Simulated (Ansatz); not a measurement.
System: diamond-structure Si. Method: r²SCAN+rVV10 (plane waves, PAW; Ansatz, a quantum-chemistry and plane-wave program).

Settings: plane-wave cutoff 500 eV, 12×12×12 k mesh, Fermi–Dirac smearing 0.05 eV, scalar-relativistic PAW data made under PBE.

Cell (relaxed at this level):

Space group Fd-3m, origin choice 1 (No. 227); a = 5.436 Å, b = 5.436 Å, c = 5.436 Å, α = 90.00°, β = 90.00°, γ = 90.00°

| atom | site | symmetry | x | y | z |
|---|---|---|---|---|---|
| Si | 8b | -43m | 0.5000 | 0.5000 | 0.5000 |
(The calculation used a cell of 2 atoms; values per cell refer to that cell.)

**Question.** What does this level give for the band gap?

**Answer.** 
band gap: 0.73 eV (on the SCF k mesh)

Measured, for comparison: band gap 1.23 eV (zero-point renormalisation of 0.06 eV added back here (the table's ZPR column); inputs from Chen et al. (2018), doi:10.1103/physrevmaterials.2.073803). Computed (rounded) less measured: band gap -0.50 eV.

Computed values are for the static lattice.
